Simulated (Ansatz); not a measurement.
# O2+ (quartet): from Hartree-Fock to the top rungs, cc-pVDZ

Aim: climb from Hartree-Fock through coupled cluster and multireference methods for O2+ (quartet) at one geometry and basis, and see what each rung misses.

The runs use Ansatz 0.2.0, Gaussian basis; cc-pVDZ, core rule «outside noble gas», up to 2 orbitals frozen.

Plan: UHF; CCSD(T) on ROHF; CCSD(T) on UHF; BCCD(T) on ROHF; CISD; CCSDT(Q) on ROHF; CCSDT(Q) on UHF; CISDTQ; CCSDTQ on ROHF; CCSDTQ on UHF; CASSCF and MRCISD+Q, 11 electrons in 8 orbitals; CASSCF and NEVPT4(SD), 11 electrons in 8 orbitals; CASSCF and NEVPT2, 11 electrons in 8 orbitals.

7 further runs of the same task are left out: 1 that didn't finish, 6 set aside as unsound or not needed.

## 1. The system

The geometry is a PBE0/def2-TZVP stationary point (not a proven minimum) of the parent state, kept for this charge and spin.

2 atoms, charge 1, spin multiplicity 4.

Atoms are counted from 1 here; the program's logs count them from 0.

Bond lengths: O1–O2 1.193 Å.

## 2. UHF

in.yaml reads:

```yaml
crystal:
  periodic: [false, false, false]
  atoms:
    - {symbol: O, position_ang: [0.000000, 0.000000, 0.000000]}
    - {symbol: O, position_ang: [0.000000, 0.000000, 1.192820]}
basis:
  gaussian: {orbitals: cc-pVDZ}
total_charge: 1
magnetization: {spin_polarized: true, initial_magnetization: 3}
hamiltonian: {xc: hf}
output: {orbitals: {seedname: orbitals}}
```

Run with:

```
$ ansatz run in.yaml --threads 1 --pin off --events-out ev --progress --plain --max-ram 4096MiB --backend cpu
```

The runs that follow: CCSD(T) on ROHF; CCSD(T) on UHF; BCCD(T) on ROHF; CISD; CCSDT(Q) on ROHF; CCSDT(Q) on UHF; CISDTQ; CCSDTQ on ROHF; CCSDTQ on UHF; CASSCF and MRCISD+Q, 11 electrons in 8 orbitals; CASSCF and NEVPT4(SD), 11 electrons in 8 orbitals; CASSCF and NEVPT2, 11 electrons in 8 orbitals.

Q: Predict the results of all the runs planned. Wanted: UCCSDTQ below the RHF energy; RMP2 from UCCSDTQ; UMP2 from UCCSDTQ; RCCSD from UCCSDTQ; RCCSD(T) from UCCSDTQ; UCCSD(T) from UCCSDTQ; RCCSDT(Q) from UCCSDTQ; UCCSDT(Q) from UCCSDTQ; NEVPT2 valence from UCCSDTQ.

The runs gave:

| quantity | value |
| --- | --- |
| UCCSDTQ below the RHF energy | -8.2964 eV |
| RMP2 from UCCSDTQ | +68.3 kJ/mol |
| UMP2 from UCCSDTQ | +82.6 kJ/mol |
| RCCSD from UCCSDTQ | +19.8 kJ/mol |
| RCCSD(T) from UCCSDTQ | +3.9 kJ/mol |
| UCCSD(T) from UCCSDTQ | +3.5 kJ/mol |
| RCCSDT(Q) from UCCSDTQ | +0.3 kJ/mol |
| UCCSDT(Q) from UCCSDTQ | +0.1 kJ/mol |
| NEVPT2 valence from UCCSDTQ | +98.6 kJ/mol |
| NEVPT4(SD) valence from UCCSDTQ | +6.6 kJ/mol |
| MRCISD+Q valence from UCCSDTQ | +2.5 kJ/mol |
| levels within 1 kcal/mol (43 meV) | RCCSD(T), UCCSD(T), BCCD(T), RCCSDT, UCCSDT, RCCSDT(Q), UCCSDT(Q), RCCSDTQ, MRCISD+Q valence |
| T1 diagnostic | 0.017 |
| effectively unpaired electrons | 3.02 |

What this shows: RCCSD(T) misses by +3.9 kJ/mol, 0.5 % of the correlation energy. One determinant dominates. Of the multireference levels listed MRCISD+Q valence comes nearest in total energy (+2.5 kJ/mol), which doesn't show that its space is the better one. These misses are within one basis, not against nature; the frozen cores of restricted and unrestricted runs differ, which can shift their rows.
